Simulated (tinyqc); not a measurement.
Inside a calculation. Method: coupled-perturbed Hartree-Fock on RHF in the sto-3g basis, for BH3, spin multiplicity 1. One step of it, computed by the program tinyqc.

Question. Coupled step 2. U_ai = -(mu_ai + sum_bj [4 (ai|bj) - (ab|ij) - (aj|bi)] U_bj) / (e_a - e_i); alpha = -4 sum U_ai mu_ai.

U after step 1:
```
,i1,i2,i3,i4
a5,-0.008531,-1.167464,0.000319,0.000000
a6,0.000000,0.001759,0.000009,0.000000
a7,0.000000,0.000000,0.000000,-0.004574
a8,0.000000,0.000002,-0.004574,0.000000
```

dipole integrals <a|z|i> (bohr):
```
,i1,i2,i3,i4
a5,0.121534,0.815140,-0.000162,0.000000
a6,-0.000881,-0.000671,-0.000011,0.000000
a7,0.000000,0.000000,0.000000,0.005916
a8,-0.000002,0.000001,0.005917,0.000000
```

orbital energies (hartree): MO1 -7.418812, MO2 -0.654078, MO3 -0.452299, MO4 -0.452291, MO5 0.241151, MO6 0.647627, MO7 0.720818, MO8 0.720847

Two-electron integrals over orbitals (pq|rs), unique and non-zero (hartree):
```
p,q,r,s,(pq|rs)
1,1,1,1,2.886165
2,1,1,1,-0.249421
2,1,2,1,0.033688
2,2,1,1,0.597590
2,2,2,1,-0.008428
2,2,2,2,0.439704
3,1,1,1,0.000044
3,1,2,1,-4.37e-06
3,1,2,2,0.000007
3,1,3,1,0.007322
3,2,1,1,0.000005
3,2,2,1,3.64e-06
3,2,2,2,0.000059
3,2,3,1,0.012515
3,2,3,2,0.119839
3,3,1,1,0.537027
3,3,2,1,-0.003548
3,3,2,2,0.433853
3,3,3,1,0.003951
3,3,3,2,0.063640
3,3,3,3,0.486083
4,1,4,1,0.007321
4,2,4,1,0.012512
4,2,4,2,0.119793
4,3,4,1,-0.003956
4,3,4,2,-0.063682
4,3,4,3,0.049499
4,4,1,1,0.536997
4,4,2,1,-0.003550
4,4,2,2,0.433788
4,4,3,1,-0.003953
4,4,3,2,-0.063665
4,4,3,3,0.387202
4,4,4,4,0.486109
5,1,1,1,-0.001903
5,1,2,1,0.000236
5,1,2,2,-0.000152
5,1,3,1,-5.43e-08
5,1,3,2,-8.42e-09
5,1,3,3,-0.000077
5,1,4,4,-0.000077
5,1,5,1,0.021898
5,2,1,1,0.001022
5,2,2,1,-0.000078
5,2,2,2,-0.000149
5,2,3,1,8.21e-09
5,2,3,2,-2.88e-08
5,2,3,3,-0.000114
5,2,4,4,-0.000114
5,2,5,1,0.021260
5,2,5,2,0.069027
5,3,1,1,-4.76e-07
5,3,2,1,2.61e-08
5,3,2,2,-1.34e-07
5,3,3,1,0.000029
5,3,3,2,-0.000204
5,3,3,3,-0.000203
5,3,4,4,0.000203
5,3,5,1,-4.05e-06
5,3,5,2,-0.000009
5,3,5,3,0.017241
5,4,4,1,0.000029
5,4,4,2,-0.000205
5,4,4,3,0.000203
5,4,5,4,0.017239
5,5,1,1,0.741934
5,5,2,1,-0.009714
5,5,2,2,0.460982
5,5,3,1,1.58e-06
5,5,3,2,4.17e-06
5,5,3,3,0.429489
5,5,4,4,0.429470
5,5,5,1,0.000253
5,5,5,2,0.001334
5,5,5,3,-4.55e-07
5,5,5,5,0.586776
6,1,1,1,-0.275924
6,1,2,1,0.038185
6,1,2,2,-0.008649
6,1,3,1,-0.000030
6,1,3,2,-0.000035
6,1,3,3,-0.003430
6,1,4,4,-0.003410
6,1,5,1,0.000120
6,1,5,2,-0.000218
6,1,5,3,-5.42e-08
6,1,5,5,-0.007804
6,1,6,1,0.043407
6,2,1,1,0.217249
6,2,2,1,-0.009341
6,2,2,2,0.043433
6,2,3,1,-0.000013
6,2,3,2,-0.000008
6,2,3,3,0.021460
6,2,4,4,0.021380
6,2,5,1,-0.000211
6,2,5,2,-0.000058
6,2,5,3,-6.22e-07
6,2,5,5,0.109284
6,2,6,1,-0.009415
6,2,6,2,0.071097
6,3,1,1,-0.000435
6,3,2,1,0.000012
6,3,2,2,-0.000121
6,3,3,1,0.003352
6,3,3,2,-0.043430
6,3,3,3,-0.041152
6,3,4,4,0.041042
6,3,5,1,3.06e-08
6,3,5,2,-1.01e-06
6,3,5,3,0.000235
6,3,5,5,-0.000216
6,3,6,1,-6.65e-08
6,3,6,2,-0.000221
6,3,6,3,0.060080
6,4,4,1,0.003340
6,4,4,2,-0.043608
6,4,4,3,0.041206
6,4,5,4,0.000235
6,4,6,4,0.060316
6,5,1,1,-0.001006
6,5,2,1,-0.000027
6,5,2,2,-0.000509
6,5,3,1,-1.94e-07
6,5,3,2,-1.39e-06
6,5,3,3,-0.000225
6,5,4,4,-0.000223
6,5,5,1,0.023501
6,5,5,2,0.065166
6,5,5,3,-0.000044
6,5,5,5,0.000079
6,5,6,1,-0.000194
6,5,6,2,-0.000855
6,5,6,3,1.23e-06
6,5,6,5,0.067131
6,6,1,1,0.612150
6,6,2,1,-0.011279
6,6,2,2,0.434555
6,6,3,1,-0.000045
6,6,3,2,-0.000399
6,6,3,3,0.432600
6,6,4,4,0.433027
6,6,5,1,-0.000442
6,6,5,2,-0.000919
6,6,5,3,1.15e-06
6,6,5,5,0.455711
6,6,6,1,-0.011328
6,6,6,2,0.027535
6,6,6,3,0.000115
6,6,6,5,-0.001160
6,6,6,6,0.450080
7,1,4,1,0.012887
7,1,4,2,0.019223
7,1,4,3,-0.005297
7,1,5,4,0.000055
7,1,6,4,0.006020
7,1,7,1,0.022897
7,2,4,1,0.007810
7,2,4,2,-0.002160
7,2,4,3,0.023940
7,2,5,4,0.000311
7,2,6,4,0.045857
7,2,7,1,0.013121
7,2,7,2,0.048623
7,3,4,1,0.003028
7,3,4,2,0.050084
7,3,4,3,-0.023699
7,3,5,4,-0.000169
7,3,6,4,-0.030749
7,3,7,1,0.005089
7,3,7,2,-0.009658
7,3,7,3,0.035319
7,4,1,1,0.204731
7,4,2,1,-0.005348
7,4,2,2,0.047873
7,4,3,1,0.003030
7,4,3,2,0.050087
7,4,3,3,0.053227
7,4,4,4,0.005870
7,4,5,1,4.20e-06
7,4,5,2,0.000534
7,4,5,3,-0.000169
7,4,5,5,0.099224
7,4,6,1,-0.005012
7,4,6,2,0.068469
7,4,6,3,-0.030766
7,4,6,5,-0.000233
7,4,6,6,0.027390
7,4,7,4,0.105309
7,5,4,1,0.000102
7,5,4,2,0.000715
7,5,4,3,-0.000349
7,5,5,4,0.016260
7,5,6,4,-0.000284
7,5,7,1,0.000171
7,5,7,2,0.000092
7,5,7,3,0.000302
7,5,7,5,0.020281
7,6,4,1,0.012798
7,6,4,2,0.108245
7,6,4,3,-0.058144
7,6,5,4,-0.000269
7,6,6,4,-0.046683
7,6,7,1,0.020527
7,6,7,2,-0.007910
7,6,7,3,0.052146
7,6,7,5,0.000631
7,6,7,6,0.111082
7,7,1,1,0.678271
7,7,2,1,-0.009645
7,7,2,2,0.454086
7,7,3,1,0.000786
7,7,3,2,-0.028641
7,7,3,3,0.417709
7,7,4,4,0.483926
7,7,5,1,-0.000056
7,7,5,2,0.000216
7,7,5,3,0.000204
7,7,5,5,0.475027
7,7,6,1,-0.009148
7,7,6,2,0.046917
7,7,6,3,0.037106
7,7,6,5,-0.000155
7,7,6,6,0.459950
7,7,7,4,0.044213
7,7,7,7,0.524123
8,1,1,1,-0.000527
8,1,2,1,0.000076
8,1,2,2,-0.000007
8,1,3,1,0.012888
8,1,3,2,0.019224
8,1,3,3,0.005281
8,1,4,4,-0.005298
8,1,5,1,2.31e-07
8,1,5,2,-3.98e-07
8,1,5,3,0.000055
8,1,5,5,-0.000014
8,1,6,1,0.000041
8,1,6,2,-0.000042
8,1,6,3,0.006040
8,1,6,5,-6.80e-07
8,1,6,6,-0.000098
8,1,7,4,0.005082
8,1,7,7,0.002221
8,1,8,1,0.022896
8,2,1,1,0.000451
8,2,2,1,-0.000017
8,2,2,2,0.000091
8,2,3,1,0.007808
8,2,3,2,-0.002193
8,2,3,3,-0.023905
8,2,4,4,0.023998
8,2,5,1,-3.89e-07
8,2,5,2,7.51e-08
8,2,5,3,0.000311
8,2,5,5,0.000224
8,2,6,1,-0.000043
8,2,6,2,0.000063
8,2,6,3,0.045832
8,2,6,5,-1.73e-06
8,2,6,6,0.000088
8,2,7,4,-0.009522
8,2,7,7,0.030625
8,2,8,1,0.013117
8,2,8,2,0.048630
8,3,1,1,0.204714
8,3,2,1,-0.005349
8,3,2,2,0.047818
8,3,3,1,-0.003025
8,3,3,2,-0.050182
8,3,3,3,0.005808
8,3,4,4,0.053303
8,3,5,1,4.22e-06
8,3,5,2,0.000534
8,3,5,3,0.000169
8,3,5,5,0.099211
8,3,6,1,-0.004993
8,3,6,2,0.068443
8,3,6,3,0.030566
8,3,6,5,-0.000232
8,3,6,6,0.027772
8,3,7,4,0.038227
8,3,7,7,0.066498
8,3,8,1,-0.005094
8,3,8,2,0.009879
8,3,8,3,0.105422
8,4,4,1,0.003036
8,4,4,2,0.050005
8,4,4,3,-0.023619
8,4,5,4,-0.000168
8,4,6,4,-0.030633
8,4,7,1,0.005104
8,4,7,2,-0.009563
8,4,7,3,0.031657
8,4,7,5,0.000302
8,4,7,6,0.052059
8,4,8,4,0.035200
8,5,1,1,-1.76e-06
8,5,2,1,-3.09e-08
8,5,2,2,-6.11e-07
8,5,3,1,0.000102
8,5,3,2,0.000715
8,5,3,3,0.000348
8,5,4,4,-0.000349
8,5,5,1,0.000045
8,5,5,2,0.000129
8,5,5,3,0.016259
8,5,5,5,3.05e-07
8,5,6,1,-6.89e-07
8,5,6,2,-1.79e-06
8,5,6,3,-0.000283
8,5,6,5,0.000091
8,5,6,6,-4.54e-06
8,5,7,4,0.000302
8,5,7,7,-0.000125
8,5,8,1,0.000171
8,5,8,2,0.000091
8,5,8,3,-0.000303
8,5,8,5,0.020280
8,6,1,1,-0.000099
8,6,2,1,-9.79e-07
8,6,2,2,0.000019
8,6,3,1,0.012801
8,6,3,2,0.108154
8,6,3,3,0.057929
8,6,4,4,-0.058018
8,6,5,1,-7.34e-07
8,6,5,2,-2.11e-06
8,6,5,3,-0.000268
8,6,5,5,-0.000023
8,6,6,1,-0.000043
8,6,6,2,-0.000029
8,6,6,3,-0.046340
8,6,6,5,-3.13e-06
8,6,6,6,-0.000426
8,6,7,4,0.052050
8,6,7,7,-0.029665
8,6,8,1,0.020534
8,6,8,2,-0.007818
8,6,8,3,-0.052243
8,6,8,5,0.000631
8,6,8,6,0.110851
8,7,4,1,0.000808
8,7,4,2,-0.028433
8,7,4,3,0.033017
8,7,5,4,0.000204
8,7,6,4,0.037180
8,7,7,1,0.002277
8,7,7,2,0.030506
8,7,7,3,-0.011024
8,7,7,5,-0.000124
8,7,7,6,-0.029542
8,7,8,4,-0.010948
8,7,8,7,0.034390
8,8,1,1,0.678270
8,8,2,1,-0.009645
8,8,2,2,0.454111
8,8,3,1,-0.000734
8,8,3,2,0.029065
8,8,3,3,0.484150
8,8,4,4,0.417467
8,8,5,1,-0.000056
8,8,5,2,0.000216
8,8,5,3,-0.000206
8,8,5,5,0.475031
8,8,6,1,-0.009140
8,8,6,2,0.047020
8,8,6,3,-0.037521
8,8,6,5,-0.000156
8,8,6,6,0.459725
8,8,7,4,0.066645
8,8,7,7,0.455008
8,8,8,1,-0.002179
8,8,8,2,-0.030462
8,8,8,3,0.043940
8,8,8,5,0.000127
8,8,8,6,0.029992
8,8,8,8,0.524355
```

Give: U after step 2; polarisability.

Answer.

U after step 2:
```
,i1,i2,i3,i4
a5,-0.005,-1.241,0.000,0.000
a6,0.000,0.002,0.000,0.000
a7,0.000,0.000,0.000,-0.004
a8,0.000,0.000,-0.004,0.000
```

polarisability = 4.049 bohr^3
